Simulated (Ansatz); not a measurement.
**SiN₂H (quartet): wB97M-V, B2PLYP over vertical spin and charge gaps, def2-QZVPP**

How well do these functionals follow the top wave-function level for SiN₂H (quartet) over vertical spin and charge gaps?

Computed with Ansatz 0.2.0, Gaussian basis. Level: def2-QZVPP, all electrons in the functionals, frozen cores in the correlation of double hybrids and RPA.

Plan: wB97M-V, B2PLYP, at charge 0, quartet; charge 0, doublet; charge 0, sextet; charge 1, triplet; charge 1, quintet.

3 further runs of the same task are left out: 1 that didn't finish, 2 set aside as unsound or not needed. Runs told in other sessions of the task aren't counted.

## Step 1: What is computed

The geometry is a PBE0/def2-TZVP stationary point (not a proven minimum).

4 atoms, charge 0, spin multiplicity 4.

Atoms are counted from 1 here; the program's logs count them from 0.

Bond lengths: N1–Si2 1.595 Å, N1–H4 1.005 Å, Si2–N3 1.809 Å. Angles: Si2–N1–H4 144.7°, N1–Si2–N3 105.3°.

As a file:

```xyz
4
HN2Si
N     0.0000   -0.4850    1.2541
Si    0.0000    0.5242    0.0187
N     0.0000   -0.5264   -1.4541
H     0.0000   -0.5535    2.2570
```

No dispersion term is added; wB97M-V holds VV10 nonlocal correlation.

The geometry shown and the zero of energy belong to the point charge 0, quartet. The yardstick, UCCSD(T), and other wave-function levels (R restricted, U unrestricted, valence and pair active spaces) come from earlier runs.

## Step 2: wB97M-V, charge 0, quartet

in.yaml

```yaml
crystal:
  periodic: [false, false, false]
  atoms:
    - {symbol: N, position_ang: [0.000000, -0.484969, 1.254083]}
    - {symbol: Si, position_ang: [0.000000, 0.524235, 0.018749]}
    - {symbol: N, position_ang: [0.000000, -0.526367, -1.454098]}
    - {symbol: H, position_ang: [0.000000, -0.553520, 2.257049]}
basis:
  gaussian: {orbitals: "def2-QZVPP.json"}
magnetization: {spin_polarized: true, initial_magnetization: 3}
hamiltonian: {xc: {name: wB97M-V}}
output: {orbitals: {seedname: orbitals}}
```

Command:

```sh
ansatz run in.yaml --threads 1 --pin off --events-out ev --progress --plain --max-ram 2393MiB
```

What it wrote (excerpt; [...] marks lines left out):

```text
Functional definition: wB97M-V
  name "wB97M-V"
  cite "Mardirossian & Head-Gordon, J. Chem. Phys. 144, 214110 (2016) doi:10.1063/1.4952647"
  cite "Becke, J. Chem. Phys. 107, 8554 (1997) doi:10.1063/1.475007"
  cite "Vydrov & Van Voorhis, J. Chem. Phys. 133, 244103 (2010) doi:10.1063/1.3521275"
  # Of w^i u^j: cxij and so on, Table III.
[...]
  gx(w, u) = 1 - cx + cx01*u + cx10*w
  gss(w, u) = css00 + css04*u^4 + css10*w + css20*w^2 + css43*w^4*u^3
  gos(w, u) = cos00 + cos10*w + (cos20 + cos21*u)*w^2 + (cos60 + cos61*u)*w^6
[...]
      + integral(e_c_pw_mod_opposite_spin*gos(b97_w_opposite, b97_u_opposite)) + vv10(b, c)
761 factors; their error is unknown
170 factors; integrals over basis functions are off by at most 2.1e-5 eV
[...]
mean field -10869.43849147 eV, -399.4444969914 hartree, gradient 5.9e-5 eV, S^2 3.778620; 3 other end points of the search recorded, 0 dependent functions left out
reference -10869.43853350 eV, -399.4444985359 hartree; 16, 13 occupied and 198, 201 virtual orbitals, 761 factors
Total energy: -10869.43853350 eV, -399.4444985359 hartree
```

It took 40 s on 1 thread of Arm Neoverse V1, shared host; peak memory 0.56 GiB.

From the report: ⟨S²⟩ of the determinant 3.779 (pure quartet: 3.75).

## Step 3: wB97M-V, charge 0, doublet

Changes to in.yaml since step 2:

```diff
@@ -9,3 +9,3 @@
   gaussian: {orbitals: "def2-QZVPP.json"}
-magnetization: {spin_polarized: true, initial_magnetization: 3}
+magnetization: {spin_polarized: true, initial_magnetization: 1}
 hamiltonian: {xc: {name: wB97M-V}}
```

Launched as before.

What it wrote (excerpt; [...] marks lines left out):

```text
Functional definition: wB97M-V
  name "wB97M-V"
  cite "Mardirossian & Head-Gordon, J. Chem. Phys. 144, 214110 (2016) doi:10.1063/1.4952647"
  cite "Becke, J. Chem. Phys. 107, 8554 (1997) doi:10.1063/1.475007"
  cite "Vydrov & Van Voorhis, J. Chem. Phys. 133, 244103 (2010) doi:10.1063/1.3521275"
  # Of w^i u^j: cxij and so on, Table III.
[...]
  gx(w, u) = 1 - cx + cx01*u + cx10*w
  gss(w, u) = css00 + css04*u^4 + css10*w + css20*w^2 + css43*w^4*u^3
  gos(w, u) = cos00 + cos10*w + (cos20 + cos21*u)*w^2 + (cos60 + cos61*u)*w^6
[...]
      + integral(e_c_pw_mod_opposite_spin*gos(b97_w_opposite, b97_u_opposite)) + vv10(b, c)
761 factors; their error is unknown
170 factors; integrals over basis functions are off by at most 2.1e-5 eV
[...]
mean field -10869.21598577 eV, -399.4363200580 hartree, gradient 6.8e-6 eV, S^2 1.694703; 15 other end points of the search recorded, 0 dependent functions left out
reference -10869.21602798 eV, -399.4363216092 hartree; 15, 14 occupied and 199, 200 virtual orbitals, 761 factors
Total energy: -10869.21602798 eV, -399.4363216092 hartree
```

It took 5.3 min on 1 thread of Arm Neoverse V1, shared host; peak memory 0.77 GiB.

From the report: ⟨S²⟩ of the determinant 1.695 (pure doublet: 0.75). The determinant of wB97M-V (⟨S²⟩ 1.69) is far from a pure spin state, so its energy mixes those of several spin states; that is harmless only where they are near-degenerate.

From charge 0, quartet: +5.1 kcal/mol.

## Step 4: wB97M-V, charge 0, sextet

Changes to in.yaml since step 3:

```diff
@@ -9,3 +9,3 @@
   gaussian: {orbitals: "def2-QZVPP.json"}
-magnetization: {spin_polarized: true, initial_magnetization: 1}
+magnetization: {spin_polarized: true, initial_magnetization: 5}
 hamiltonian: {xc: {name: wB97M-V}}
```

The command is unchanged.

What it wrote (excerpt; [...] marks lines left out):

```text
Functional definition: wB97M-V
  name "wB97M-V"
  cite "Mardirossian & Head-Gordon, J. Chem. Phys. 144, 214110 (2016) doi:10.1063/1.4952647"
  cite "Becke, J. Chem. Phys. 107, 8554 (1997) doi:10.1063/1.475007"
  cite "Vydrov & Van Voorhis, J. Chem. Phys. 133, 244103 (2010) doi:10.1063/1.3521275"
  # Of w^i u^j: cxij and so on, Table III.
[...]
  gx(w, u) = 1 - cx + cx01*u + cx10*w
  gss(w, u) = css00 + css04*u^4 + css10*w + css20*w^2 + css43*w^4*u^3
  gos(w, u) = cos00 + cos10*w + (cos20 + cos21*u)*w^2 + (cos60 + cos61*u)*w^6
[...]
      + integral(e_c_pw_mod_opposite_spin*gos(b97_w_opposite, b97_u_opposite)) + vv10(b, c)
761 factors; their error is unknown
170 factors; integrals over basis functions are off by at most 2.1e-5 eV
[...]
mean field -10865.14152988 eV, -399.2865865658 hartree, gradient 1.7e-5 eV, S^2 8.762488; 2 other end points of the search recorded, 0 dependent functions left out
reference -10865.14157167 eV, -399.2865881013 hartree; 17, 12 occupied and 197, 202 virtual orbitals, 761 factors
Total energy: -10865.14157167 eV, -399.2865881013 hartree
```

Wall time 100 s (1 thread of Arm Neoverse V1, shared host); peak memory 0.75 GiB.

From the report: ⟨S²⟩ of the determinant 8.762 (pure sextet: 8.75).

From charge 0, quartet: +99.1 kcal/mol.

## Step 5: wB97M-V, charge 1, triplet

Changes to in.yaml since step 4:

```diff
@@ -9,3 +9,4 @@
   gaussian: {orbitals: "def2-QZVPP.json"}
-magnetization: {spin_polarized: true, initial_magnetization: 5}
+total_charge: 1
+magnetization: {spin_polarized: true, initial_magnetization: 2}
 hamiltonian: {xc: {name: wB97M-V}}
```

Launched as before.

What it wrote (excerpt; [...] marks lines left out):

```text
Functional definition: wB97M-V
  name "wB97M-V"
  cite "Mardirossian & Head-Gordon, J. Chem. Phys. 144, 214110 (2016) doi:10.1063/1.4952647"
  cite "Becke, J. Chem. Phys. 107, 8554 (1997) doi:10.1063/1.475007"
  cite "Vydrov & Van Voorhis, J. Chem. Phys. 133, 244103 (2010) doi:10.1063/1.3521275"
  # Of w^i u^j: cxij and so on, Table III.
[...]
  gx(w, u) = 1 - cx + cx01*u + cx10*w
  gss(w, u) = css00 + css04*u^4 + css10*w + css20*w^2 + css43*w^4*u^3
  gos(w, u) = cos00 + cos10*w + (cos20 + cos21*u)*w^2 + (cos60 + cos61*u)*w^6
[...]
      + integral(e_c_pw_mod_opposite_spin*gos(b97_w_opposite, b97_u_opposite)) + vv10(b, c)
761 factors; their error is unknown
170 factors; integrals over basis functions are off by at most 2.1e-5 eV
[...]
mean field -10860.01451266 eV, -399.0981721581 hartree, gradient 8.4e-6 eV, S^2 2.359119; 6 other end points of the search recorded, 0 dependent functions left out
reference -10860.01455450 eV, -399.0981736956 hartree; 15, 13 occupied and 199, 201 virtual orbitals, 761 factors
Total energy: -10860.01455450 eV, -399.0981736956 hartree
```

Wall time 95 s (1 thread of Arm Neoverse V1, shared host); peak memory 0.78 GiB.

From the report: ⟨S²⟩ of the determinant 2.359 (pure triplet: 2.00).

From charge 0, quartet: +217.3 kcal/mol.

## Step 6: wB97M-V, charge 1, quintet

Changes to in.yaml since step 5:

```diff
@@ -10,3 +10,3 @@
 total_charge: 1
-magnetization: {spin_polarized: true, initial_magnetization: 2}
+magnetization: {spin_polarized: true, initial_magnetization: 4}
 hamiltonian: {xc: {name: wB97M-V}}
```

Same command.

What it wrote (excerpt; [...] marks lines left out):

```text
Functional definition: wB97M-V
  name "wB97M-V"
  cite "Mardirossian & Head-Gordon, J. Chem. Phys. 144, 214110 (2016) doi:10.1063/1.4952647"
  cite "Becke, J. Chem. Phys. 107, 8554 (1997) doi:10.1063/1.475007"
  cite "Vydrov & Van Voorhis, J. Chem. Phys. 133, 244103 (2010) doi:10.1063/1.3521275"
  # Of w^i u^j: cxij and so on, Table III.
[...]
  gx(w, u) = 1 - cx + cx01*u + cx10*w
  gss(w, u) = css00 + css04*u^4 + css10*w + css20*w^2 + css43*w^4*u^3
  gos(w, u) = cos00 + cos10*w + (cos20 + cos21*u)*w^2 + (cos60 + cos61*u)*w^6
[...]
      + integral(e_c_pw_mod_opposite_spin*gos(b97_w_opposite, b97_u_opposite)) + vv10(b, c)
761 factors; their error is unknown
170 factors; integrals over basis functions are off by at most 2.1e-5 eV
[...]
mean field -10859.10304718 eV, -399.0646764193 hartree, gradient 3.0e-6 eV, S^2 6.016418; 3 other end points of the search recorded, 0 dependent functions left out
reference -10859.10308728 eV, -399.0646778932 hartree; 16, 12 occupied and 198, 202 virtual orbitals, 761 factors
Total energy: -10859.10308728 eV, -399.0646778932 hartree
```

It took 2.1 min on 1 thread of Arm Neoverse V1, shared host; peak memory 0.77 GiB.

From the report: ⟨S²⟩ of the determinant 6.016 (pure quintet: 6.00).

From charge 0, quartet: +238.3 kcal/mol.

## Step 7: B2PLYP, charge 0, quartet

Changes to in.yaml since step 6:

```diff
@@ -9,5 +9,4 @@
   gaussian: {orbitals: "def2-QZVPP.json"}
-total_charge: 1
-magnetization: {spin_polarized: true, initial_magnetization: 4}
-hamiltonian: {xc: {name: wB97M-V}}
-output: {orbitals: {seedname: orbitals}}
+magnetization: {spin_polarized: true, initial_magnetization: 3}
+hamiltonian: {xc: {name: B2PLYP}}
+correlation: {electrons: outside_noble_gas}
```

Same command.

What it wrote (excerpt; [...] marks lines left out):

```text
Functional definition: B2PLYP
  name "B2PLYP"
  cite "Grimme, J. Chem. Phys. 124, 034108 (2006) doi:10.1063/1.2148954"
  cite "Becke, Phys. Rev. A 38, 3098 (1988) doi:10.1103/PhysRevA.38.3098"
  cite "Lee, Yang & Parr, Phys. Rev. B 37, 785 (1988) doi:10.1103/PhysRevB.37.785"
[...]
1294 factors; integrals over basis functions are off by at most 1.1e-3 eV
[...]
mean field -10861.52394628 eV, -399.1536428203 hartree, gradient 6.5e-6 eV, S^2 3.805910; 6 other end points of the search recorded, 0 dependent functions left out
7 core orbitals not correlated: weight in the atoms' cores, before any rotation towards them, 1.000 or more for the frozen orbitals, at most 0.000 for the correlated occupied ones
reference -10861.52408300 eV, -399.1536478447 hartree; 9, 6 occupied and 198, 201 virtual orbitals, 1294 factors
second order -15.45093864 eV of doubles, -0.00000000 eV of singles
Total energy: -10865.69583643 eV, -399.3069569556 hartree
```

Run time: 38 s. Hardware: 1 thread of Arm Neoverse V1, shared host; peak memory 0.61 GiB.

From the report: ⟨S²⟩ of the determinant 3.806 (pure quartet: 3.75).

## Step 8: B2PLYP, charge 0, doublet

Changes to in.yaml since step 7:

```diff
@@ -9,3 +9,3 @@
   gaussian: {orbitals: "def2-QZVPP.json"}
-magnetization: {spin_polarized: true, initial_magnetization: 3}
+magnetization: {spin_polarized: true, initial_magnetization: 1}
 hamiltonian: {xc: {name: B2PLYP}}
```

Same command.

What it wrote (excerpt; [...] marks lines left out):

```text
Functional definition: B2PLYP
  name "B2PLYP"
  cite "Grimme, J. Chem. Phys. 124, 034108 (2006) doi:10.1063/1.2148954"
  cite "Becke, Phys. Rev. A 38, 3098 (1988) doi:10.1103/PhysRevA.38.3098"
  cite "Lee, Yang & Parr, Phys. Rev. B 37, 785 (1988) doi:10.1103/PhysRevB.37.785"
[...]
1294 factors; integrals over basis functions are off by at most 1.1e-3 eV
[...]
mean field -10861.33519766 eV, -399.1467064365 hartree, gradient 4.1e-6 eV, S^2 1.753991; 18 other end points of the search recorded, 0 dependent functions left out
7 core orbitals not correlated: weight in the atoms' cores, before any rotation towards them, 1.000 or more for the frozen orbitals, at most 0.000 for the correlated occupied ones
reference -10861.33533275 eV, -399.1467114012 hartree; 8, 7 occupied and 199, 200 virtual orbitals, 1294 factors
second order -15.39607689 eV of doubles, -0.00000000 eV of singles
Total energy: -10865.49227352 eV, -399.2994761565 hartree
```

It took 3 min on 1 thread of Arm Neoverse V1, shared host; peak memory 0.72 GiB.

From the report: ⟨S²⟩ of the determinant 1.754 (pure doublet: 0.75). The determinant of B2PLYP (⟨S²⟩ 1.75) is far from a pure spin state, so its energy mixes those of several spin states; that is harmless only where they are near-degenerate.

From charge 0, quartet: +4.7 kcal/mol.

## Step 9: B2PLYP, charge 0, sextet

Changes to in.yaml since step 8:

```diff
@@ -9,3 +9,3 @@
   gaussian: {orbitals: "def2-QZVPP.json"}
-magnetization: {spin_polarized: true, initial_magnetization: 1}
+magnetization: {spin_polarized: true, initial_magnetization: 5}
 hamiltonian: {xc: {name: B2PLYP}}
```

Launched as before.

What it wrote (excerpt; [...] marks lines left out):

```text
Functional definition: B2PLYP
  name "B2PLYP"
  cite "Grimme, J. Chem. Phys. 124, 034108 (2006) doi:10.1063/1.2148954"
  cite "Becke, Phys. Rev. A 38, 3098 (1988) doi:10.1103/PhysRevA.38.3098"
  cite "Lee, Yang & Parr, Phys. Rev. B 37, 785 (1988) doi:10.1103/PhysRevB.37.785"
[...]
1294 factors; integrals over basis functions are off by at most 1.1e-3 eV
[...]
mean field -10858.00845898 eV, -399.0244510451 hartree, gradient 1.2e-6 eV, S^2 8.771745; 5 other end points of the search recorded, 0 dependent functions left out
7 core orbitals not correlated: weight in the atoms' cores, before any rotation towards them, 1.000 or more for the frozen orbitals, at most 0.000 for the correlated occupied ones
reference -10858.00859856 eV, -399.0244561744 hartree; 10, 5 occupied and 197, 202 virtual orbitals, 1294 factors
second order -12.78678551 eV of doubles, -0.00000000 eV of singles
Total energy: -10861.46103064 eV, -399.1513307135 hartree
```

Wall time 58 s (1 thread of Arm Neoverse V1, shared host); peak memory 0.65 GiB.

From the report: ⟨S²⟩ of the determinant 8.772 (pure sextet: 8.75).

From charge 0, quartet: +97.7 kcal/mol.

## Step 10: B2PLYP, charge 1, triplet

Changes to in.yaml since step 9:

```diff
@@ -9,3 +9,4 @@
   gaussian: {orbitals: "def2-QZVPP.json"}
-magnetization: {spin_polarized: true, initial_magnetization: 5}
+total_charge: 1
+magnetization: {spin_polarized: true, initial_magnetization: 2}
 hamiltonian: {xc: {name: B2PLYP}}
```

The command is unchanged.

What it wrote (excerpt; [...] marks lines left out):

```text
Functional definition: B2PLYP
  name "B2PLYP"
  cite "Grimme, J. Chem. Phys. 124, 034108 (2006) doi:10.1063/1.2148954"
  cite "Becke, Phys. Rev. A 38, 3098 (1988) doi:10.1103/PhysRevA.38.3098"
  cite "Lee, Yang & Parr, Phys. Rev. B 37, 785 (1988) doi:10.1103/PhysRevB.37.785"
[...]
1294 factors; integrals over basis functions are off by at most 1.1e-3 eV
[...]
mean field -10852.43438902 eV, -398.8196077523 hartree, gradient 6.4e-6 eV, S^2 2.713189; 9 other end points of the search recorded, 0 dependent functions left out
7 core orbitals not correlated: weight in the atoms' cores, before any rotation towards them, 1.000 or more for the frozen orbitals, at most 0.000 for the correlated occupied ones
reference -10852.43451626 eV, -398.8196124281 hartree; 8, 6 occupied and 199, 201 virtual orbitals, 1294 factors
second order -13.58253564 eV of doubles, -0.00000000 eV of singles
Total energy: -10856.10180088 eV, -398.9543826522 hartree
```

Wall time 1.8 min (1 thread of Arm Neoverse V1, shared host); peak memory 0.71 GiB.

From the report: ⟨S²⟩ of the determinant 2.713 (pure triplet: 2.00). The determinant of B2PLYP (⟨S²⟩ 2.71) is far from a pure spin state, so its energy mixes those of several spin states; that is harmless only where they are near-degenerate.

From charge 0, quartet: +221.2 kcal/mol.

## Step 11: B2PLYP, charge 1, quintet

Changes to in.yaml since step 10:

```diff
@@ -10,3 +10,3 @@
 total_charge: 1
-magnetization: {spin_polarized: true, initial_magnetization: 2}
+magnetization: {spin_polarized: true, initial_magnetization: 4}
 hamiltonian: {xc: {name: B2PLYP}}
```

Launched as before.

What it wrote (excerpt; [...] marks lines left out):

```text
Functional definition: B2PLYP
  name "B2PLYP"
  cite "Grimme, J. Chem. Phys. 124, 034108 (2006) doi:10.1063/1.2148954"
  cite "Becke, Phys. Rev. A 38, 3098 (1988) doi:10.1103/PhysRevA.38.3098"
  cite "Lee, Yang & Parr, Phys. Rev. B 37, 785 (1988) doi:10.1103/PhysRevB.37.785"
[...]
1294 factors; integrals over basis functions are off by at most 1.1e-3 eV
[...]
mean field -10851.76955720 eV, -398.7951756335 hartree, gradient 1.3e-6 eV, S^2 6.029432; 5 other end points of the search recorded, 0 dependent functions left out
7 core orbitals not correlated: weight in the atoms' cores, before any rotation towards them, 1.000 or more for the frozen orbitals, at most 0.000 for the correlated occupied ones
reference -10851.76968322 eV, -398.7951802646 hartree; 9, 5 occupied and 198, 202 virtual orbitals, 1294 factors
second order -12.75364515 eV of doubles, -0.00000000 eV of singles
Total energy: -10855.21316741 eV, -398.9217259744 hartree
```

It took 65 s on 1 thread of Arm Neoverse V1, shared host; peak memory 0.68 GiB.

From the report: ⟨S²⟩ of the determinant 6.029 (pure quintet: 6.00).

From charge 0, quartet: +241.7 kcal/mol.

## Step 12: The comparison

No level is safe as a reference over these points; UCCSD(T) serves as a yardstick only. It comes from earlier runs at the same points. Energies in kcal/mol, counted from charge 0, quartet; blanks weren't run or aren't comparable.

```tsv
level	quartet to doublet	quartet to sextet	ionisation to the triplet cation	ionisation to the quintet cation
UCCSD(T)		95.8	215.2	242.5
wB97M-V	5.1	99.1	217.3	238.3
B2PLYP	4.7	97.7	221.2	241.7
```

Largest miss and mean time a point (UCCSD(T) took 6.6 min a point; shared hosts):

```tsv
level	largest miss (kcal/mol)	where	time a point
wB97M-V	-4.2	ionisation to the quintet cation	2.3 min
B2PLYP	+6.0	ionisation to the triplet cation	89 s
```

## Step 13: Outcome

```
                                  quantity                                             value
               quartet to sextet, UCCSD(T)                                     95.8 kcal/mol
ionisation to the triplet cation, UCCSD(T)                                    215.2 kcal/mol
ionisation to the quintet cation, UCCSD(T)                                    242.5 kcal/mol
                     largest miss, wB97M-V  -4.2 kcal/mol (ionisation to the quintet cation)
                      largest miss, B2PLYP  +6.0 kcal/mol (ionisation to the triplet cation)
```

In words: Misses are known at 3 of 4 points at best, and only functionals with that many are ranked. Of the functionals, wB97M-V keep the smallest largest miss at the points compared (at most 4.2 kcal/mol) and B2PLYP strays most (6.0 kcal/mol, at ionisation to the triplet cation). wB97M-V, B2PLYP clearly break the spin symmetry at some points (⟨S²⟩ up to 1.00 above the pure value), so energy there is bought with a mixed spin. Functionals and the yardstick converge differently with the basis, so part of each miss in def2-QZVPP is the basis. The yardstick itself may be off where one determinant is a poor start.
